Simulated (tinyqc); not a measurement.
Worked calculation: Born-Oppenheimer dynamics on the unrestricted LDA (VWN5)/sto-3g surface (energies and gradients from PySCF), for CH3, spin multiplicity 2. Computed by tinyqc, a small Python program that keeps every step (integrals from PySCF). Settings: charge = 0, multiplicity = 2, basis = sto-3g, functional = lda,vwn, time step (fs) = 0.2, steps = 24. Command: `OMP_NUM_THREADS=1 python tinyqc.py 23327 23328 out.jsonl` (the two numbers bound the seeds that draw the settings). One thread of a shared host (Intel(R) Xeon(R) Processor @ 2.60GHz), about 10 s of CPU time with the checks.

## Velocity Verlet step 1

positions (bohr), order 1C, 2H, 3H, 4H:
```
[[0.083148, -0.077479, -0.058582],
 [2.018228, -0.047243, -0.073699],
 [-0.950532, 1.644062, 0.000000],
 [-1.005334, -1.783901, -0.005669]]
```

velocities (bohr per atomic time unit), order 1C, 2H, 3H, 4H:
```
[[0.000064467, -0.000016637, -0.000090026],
 [-0.000117533, 0.000151363, 0.000106974],
 [-0.000179533, 0.000064363, 0.000499974],
 [-0.000470533, -0.000017637, 0.000464974]]
```

gradient (hartree/bohr), order 1C, 2H, 3H, 4H:
```
[[0.05097340, 0.00358865, 0.00004948],
 [-0.06586160, 0.00235420, 0.00060078],
 [0.01082437, -0.02400691, -0.00047105],
 [0.00406385, 0.01806413, -0.00017978]]
```

masses (electron masses): [21874.661832, 1837.152588, 1837.152588, 1837.152588]

gradient after step 1 (hartree/bohr), order 1C, 2H, 3H, 4H:
```
[[0.05262208, 0.00363749, 0.00007212],
 [-0.06599335, 0.00244514, 0.00055096],
 [0.01019484, -0.02316713, -0.00046734],
 [0.00317646, 0.01708455, -0.00015637]]
```

dt = 0.2 fs = 8.2683 atomic units; x' = x + v dt - g dt^2 / (2m); after the new gradient g', v' = v - (g + g') dt / (2m).

positions after step 1 (bohr), order 1C, 2H, 3H, 4H:
```
[[0.083601, -0.077622, -0.059326],
 [2.018481, -0.046035, -0.072826],
 [-0.952218, 1.645041, 0.004143],
 [-1.009300, -1.784383, -0.001821]]
```

velocities after step 1 (bohr per atomic time unit), order 1C, 2H, 3H, 4H:
```
[[0.000044888, -0.000018002, -0.000090049],
 [0.000179180, 0.000140563, 0.000104382],
 [-0.000226832, 0.000170519, 0.000502086],
 [-0.000486826, -0.000096732, 0.000465731]]
```

## Velocity Verlet step 2

gradient after step 2 (hartree/bohr), order 1C, 2H, 3H, 4H:
```
[[0.05298198, 0.00350886, 0.00008179],
 [-0.06453304, 0.00254770, 0.00048787],
 [0.00936055, -0.02197653, -0.00044695],
 [0.00219055, 0.01592003, -0.00012341]]
```

As before.

positions after step 2 (bohr), order 1C, 2H, 3H, 4H:
```
[[0.083890, -0.077776, -0.060071],
 [2.021191, -0.044919, -0.071973],
 [-0.954283, 1.646882, 0.008303],
 [-1.013385, -1.785501, 0.002032]]
```

velocities after step 2 (bohr per atomic time unit), order 1C, 2H, 3H, 4H:
```
[[0.000024930, -0.000019353, -0.000090078],
 [0.000472903, 0.000129328, 0.000102045],
 [-0.000270838, 0.000272106, 0.000504143],
 [-0.000498903, -0.000171002, 0.000466360]]
```

## Energy conservation

The total energy should stay constant up to terms of order dt^2; the step counts as short enough if it moves by less than 2 % of the largest kinetic energy.

Trajectory:
```
time (fs)  1C-2H (angstrom)  potential (hartree)  kinetic (hartree)  total (hartree)
0.000000           1.024156         -38.91967518         0.00084666     -38.91882851
0.200000           1.024056         -38.91973180         0.00090300     -38.91882880
0.400000           1.025342         -38.91998434         0.00115414     -38.91883020
0.600000           1.027987         -38.92041056         0.00157800     -38.91883256
0.800000           1.031930         -38.92097297         0.00213736     -38.91883561
1.000000           1.037081         -38.92162294         0.00278392     -38.91883902
1.200000           1.043324         -38.92230587         0.00346345     -38.91884243
1.400000           1.050523         -38.92296679         0.00412128     -38.91884551
1.600000           1.058525         -38.92355532         0.00470729     -38.91884802
1.800000           1.067167         -38.92402978         0.00517999     -38.91884979
2.000000           1.076281         -38.92435987         0.00550912     -38.91885075
2.200000           1.085695         -38.92452794         0.00567704     -38.91885090
2.400000           1.095244         -38.92452897         0.00567864     -38.91885033
2.600000           1.104765         -38.92436955         0.00552039     -38.91884916
2.800000           1.114106         -38.92406611         0.00521859     -38.91884752
3.000000           1.123123         -38.92364279         0.00479722     -38.91884557
3.200000           1.131685         -38.92312914         0.00428570     -38.91884344
3.400000           1.139674         -38.92255791         0.00371665     -38.91884126
3.600000           1.146983         -38.92196298         0.00312384     -38.91883914
3.800000           1.153519         -38.92137761         0.00254044     -38.91883716
4.000000           1.159203         -38.92083292         0.00199750     -38.91883541
4.200000           1.163966         -38.92035672         0.00152278     -38.91883394
4.400000           1.167753         -38.91997257         0.00113979     -38.91883277
4.600000           1.170522         -38.91969909         0.00086713     -38.91883195
4.800000           1.172242         -38.91954948         0.00071799     -38.91883149
```

The total energy moves within 2.2e-05 hartree, under 2 % of the largest kinetic energy.
